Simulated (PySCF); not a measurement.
Gas-phase reaction: Al(CH₃)₃ + 2 C₃H₇ (n-propyl) ⇌ AlCH₃ + 2 C₄H₁₀ (n-butane)

Computed with PySCF and rigid-rotor harmonic-oscillator thermochemistry at 1 bar. S°(298 K) at PBE0/def2-TZVP differs from the NASA 1993 table for C₄H₁₀ (n-butane) (-9 J/mol/K); whether the harmonic model or the table's entry is off was not settled. † marks an energy on the PBE0/def2-TZVP geometry and frequencies; other levels use their own. MP2 and CCSD(T) freeze the core. 6-31G* has spherical d functions here. Open shells (unrestricted): C₃H₇ (n-propyl) (multiplicity 2); the rest are closed-shell singlets. B3LYP is the form with VWN-RPA correlation. No R ln 2 is added for the mirror-image form of C₃H₇ (n-propyl). Methyl groups turn as free rotors in Al(CH₃)₃. AlCH₃: computed as isolated molecules; such fragments, hydroxides, amides, oligomers or adducts are transient or little studied in the gas. MP2 isn't extrapolated to the basis-set limit; its ΔH°(298 K) is -241.6 kJ in def2-SVP and -221.0 kJ in def2-TZVPP. CCSD(T) isn't extrapolated to the basis-set limit. The harmonic model lacks anharmonicity and excited electronic states, which grow with temperature; levels with a mode under 35 cm⁻¹ are left out. Internal rotation in C₃H₇ (n-propyl), C₄H₁₀ (n-butane) is treated as a harmonic vibration of one conformer, which makes the entropy rough.

```csv
level,"ΔE electronic, kJ","ΔH°(298 K), kJ","ΔS°(298 K), J/K","ΔG°(1400 K), kJ"
B3LYP/6-31G*,-259,-224,-81,-92
BLYP/def2-TZVP†,-221,-187,-84,-52
CCSD(T)/def2-SVP†,-280,-246,-84,-111
HF/6-31G*,-171,-132,-78,-2
MP2/def2-TZVPP†,-256,-221,-84,-86
PBE/def2-TZVP†,-234,-199,-84,-64
ωB97X-V/def2-TZVP†,-240,-206,-84,-71
```
ΔH° is lowest at CCSD(T)/def2-SVP† and highest at HF/6-31G*. No reference value is set beside these.
